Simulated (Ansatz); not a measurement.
KMgH₃ (Pm-3m)

All numbers below come from DFT r2SCAN, scalar-relativistic, plane waves, PAW in Ansatz.

Settings: cutoff 500 eV, Γ-centred mesh 6×6×6 on the computed 5-atom cell, Gaussian smearing of 0.02 eV; no spin polarisation.

The structure is relaxed at this level of theory with its symmetry kept. Whether it is the stable form of this composition wasn't checked.

```
CELL_PARAMETERS angstrom
3.99199 0.00000 0.00000
0.00000 3.99199 0.00000
0.00000 0.00000 3.99199
ATOMIC_POSITIONS crystal
K 0.00000 0.00000 0.00000
Mg 0.50000 0.50000 0.50000
H 0.00000 0.50000 0.50000
H 0.50000 0.00000 0.50000
H 0.50000 0.50000 0.00000
```

(1) Formation energy from the elements' standard states (uncorrected)?

(2) Generalised Kohn–Sham band gap?

(3) Löwdin character of the top 1 eV of the valence band?

(4) Löwdin character of the lowest 1 eV of the conduction band?

(5) Electron masses at the edge by Cartesian direction of the standard setting (m_e; degenerate bands sorted by energy; no spin-orbit coupling)?

(6) Hole masses at the edge by Cartesian direction of the standard setting (m_e; degenerate bands sorted by energy; no spin-orbit coupling)?

(7) Bulk modulus?

(8) Its pressure derivative?

(9) Bader charges (e)?

Results:

(1) -0.360 eV/atom.

(2) 3.20 eV, indirect from X to R.

(3) H 1s 96 %.

(4) Mg 3s 82 %, H 1s 9 %, unprojected 7 %.

(5) x: 0.37; y: 0.37; z: 0.37.

(6) x: 0.55; y: 0.55; z: 1.9.

(7) 37 GPa.

(8) 3.6.

(9) K (1 in the cell) 0.78, Mg (1 in the cell) 1.65, H (3 in the cell) -0.81.

Cost: 8 runs of about 2.8 core-minutes in all, on Intel Xeon Processor @ 2.50GHz (Skylake/Cascade Lake) (shared hosts).